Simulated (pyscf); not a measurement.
7 small inorganic steps of one kind (substitution at O, radical): barrier in eV, from the separated reactants or the lowest minimum found. Structures and frequencies: ωB97X-D3(BJ)/def2-SVP in PySCF. Functionals in def2-TZVP; the last column is ωB97M-D3(BJ)/def2-TZVP. Rows were drawn at random from the steps of this kind and element class whose saddle was verified and whose references are stable.

| step | PBE | r²SCAN | B3LYP-D3(BJ) | ωB97M-D3(BJ) |
|---|---|---|---|---|
| `[H]` [doublet] + `[OH][OH]` -> `[OH2]` + `[OH]` [doublet] | -0.02 | -0.05 | 0.05 | 0.32 |
| `[OH][SeH]` + `[H]` [doublet] → `[SeH]` [doublet] + `[OH2]` | -0.01 | -0.01 | 0.04 | 0.29 |
| `[OH][PH2]` + `[H]` [doublet] → `[PH2]` [doublet] + `[OH2]` | 0.26 | 0.34 | 0.40 | 0.70 |
| `[OH][SH]` + `[H]` [doublet] → `[SH]` [doublet] + `[OH2]` | … | 0.11 | 0.18 | 0.46 |
| `[OH][AsH][OH]` + `[H]` [doublet] -> `[OH2]` + `[OH][AsH]` [doublet] | … | 0.23 | 0.25 | 0.54 |
| `[OH][AsH2]` + `[H]` [doublet] -> `[AsH2]` [doublet] + `[OH2]` | 0.05 | 0.09 | 0.13 | 0.41 |
| `[OH][PH][OH]` + `[H]` [doublet] → `[OH2]` + `[OH][PH]` [doublet] | 0.45 | 0.56 | 0.57 | 0.88 |

### Question
Some entries are withheld; supply them.

### Answer

- `[OH][SH]` + `[H]` [doublet] → `[SH]` [doublet] + `[OH2]`, PBE: 0.10
- `[OH][AsH][OH]` + `[H]` [doublet] -> `[OH2]` + `[OH][AsH]` [doublet], PBE: 0.15

Differences from the last column (eV): PBE: mean -0.38, median -0.37, mean size 0.38, lower in 7 of 7; r²SCAN: mean -0.34, median -0.32, mean size 0.34, lower in 7 of 7; B3LYP-D3(BJ): mean -0.28, median -0.28, mean size 0.28, lower in 7 of 7. PBE is closest for row 2 (0.31 eV apart) and farthest for row 3 (0.44 eV). PBE, r²SCAN and M06-2X carry no added dispersion term. The last column is a level with limits of its own. Each barrier is that of the saddle found. Left out: the spin-orbit lowering of OH, SH, SeH, which is large for Br, Se, Te and I. Elements up to Kr have no core potential and no relativistic terms here.
